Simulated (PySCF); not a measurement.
## Beryllium: a sound run and one with changed settings

Sound run: Be [He] 2s2, Be+ [He] 2s1. Calculation: PySCF 2.14, in cc-pVTZ (4s3p2d1f, 30 functions); the non-relativistic Hamiltonian (point nucleus). In the sound run the correlated levels freeze 1s2. The sound run starts from symmetry-adapted Hartree-Fock orbitals and uses a fine grid where one is needed.

A second run was set up differently.

```tsv
species	method	sound run (hartree)	changed run (hartree)	converged
Be	UHF	-14.57287	-14.57287	yes
Be	B3LYP	-14.67245	-14.67245	yes
Be	PBE0	-14.63587	-14.63587	yes
Be	MP2	-14.60105	-14.57909	yes
Be	CCSD(T)	-14.61843	-14.61843	yes
Be+	UHF	-14.27724	-14.27724	yes
Be+	B3LYP	-14.33765	-14.33765	yes
Be+	PBE0	-14.30621	-14.30621	yes
```

Ionisation energy of Be:

```tsv
method	sound run (eV)	changed run (eV)
UHF	8.045	8.045
B3LYP	9.110	9.110
PBE0	8.970	8.970
MP2	8.811	8.214
SCS-MP2	8.965	8.248
CCSD	9.284	9.284
CCSD(T)	9.284	9.284
CCSDT	9.284	9.284
FCI	9.284	9.284
```

(1) What was changed?
A. a valence shell is frozen
B. basis contracted for another Hamiltonian
C. level shift left on
D. too few SCF iterations

Results:

(1) C. It used initial guess sap, at most 50 SCF cycles, level shift 2.0 hartree. A level shift leaves the converged SCF energy unchanged but raises the virtual orbital energies, which shrinks MP2 if it is not removed.
